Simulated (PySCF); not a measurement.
Gas-phase reaction: 3 Si₂H₅ + C₃H₆ (propylene) → 3 Si₂H₆ + 3 CH

Method: PySCF energies plus ideal-gas RRHO corrections (1 bar). † marks an energy on the PBE0/def2-TZVP geometry and frequencies; other levels use their own. 6-31G* has spherical d functions here. Open shells (unrestricted): Si₂H₅ (multiplicity 2), CH (multiplicity 2); the rest are closed-shell singlets. Spin-orbit splitting is ignored; it lowers the true energy and changes the entropy of CH. B3LYP is the form with VWN-RPA correlation. Si₂H₅: computed as isolated molecules; such fragments, hydroxides, amides, oligomers or adducts are transient or little studied in the gas. Warning, spin contamination: CH (BLYP/def2-TZVP†, r2SCAN/def2-TZVP†, ωB97M-V/def2-TZVP†).

BLYP/def2-TZVP† gives ΔH°(298 K) = 1293 kJ.

**Question.** What do r2SCAN/def2-TZVP†, B3LYP/6-31G*, ωB97M-V/def2-TZVP† give?

**Answer.** r2SCAN/def2-TZVP†: 1376 kJ; B3LYP/6-31G*: 1327 kJ; ωB97M-V/def2-TZVP†: 1299 kJ. For scale, ΔH°(298 K) is 1293 kJ at this level, 1299 kJ at ωB97M-V/def2-TZVP†, and runs from 1293 to 1609 kJ over the 13 levels computed.
